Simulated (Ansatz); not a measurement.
Reaction: CH2ClF (chloro(fluoro)methane, SMILES FCCl) → F (doublet) + CH2Cl (SMILES [CH2]Cl, doublet) (the C-F bond breaks)
Each species at its own B3LYP-D3(BJ)/def2-TZVP minimum (Ansatz, a quantum-chemistry and plane-wave program).

Property: bond dissociation energy (electronic), in kcal/mol. UHF or UKS for unpaired electrons; spin-orbit terms are left out. CBS(X,Y): correlation extrapolated as X^-3, Hartree-Fock from the larger set (Q,5: extrapolated as (X+1)exp(-9√X)). A bracket is a step between two methods taken in the basis named. The functionals are non-relativistic, so their misses hold any scalar relativity. Double hybrids freeze cores in their MP2 part. '+ core + X2C': CCSD(T) terms for core correlation (cc-pwCVTZ, 1s frozen past Ne) and scalar relativity (cc-pVTZ-DK).

CCSD(T)/CBS(cc-pV(Q+d)Z,cc-pV(5+d)Z) + [CCSDT(Q) - CCSD(T)]/cc-pV(D+d)Z + core + X2C (Ansatz) gives 113.9 kcal/mol.

### Question
What does PBE/def2-TZVPD (Ansatz) give here, and how do the other levels compare?

### Answer
PBE gives 116.6 kcal/mol, 2.7 kcal/mol above it. Differences of the others: PBE0/def2-TZVPD (Ansatz) -3.7; wB97M-V/def2-TZVPD (Ansatz) -0.3; B2PLYP/def2-TZVPD (Ansatz) -2.8; CCSD(T)/CBS(cc-pV(Q+d)Z,cc-pV(5+d)Z) + core + X2C (Ansatz) -0.1 kcal/mol. Nearer than PBE: wB97M-V/def2-TZVPD, CCSD(T)/CBS(cc-pV(Q+d)Z,cc-pV(5+d)Z) + core + X2C.
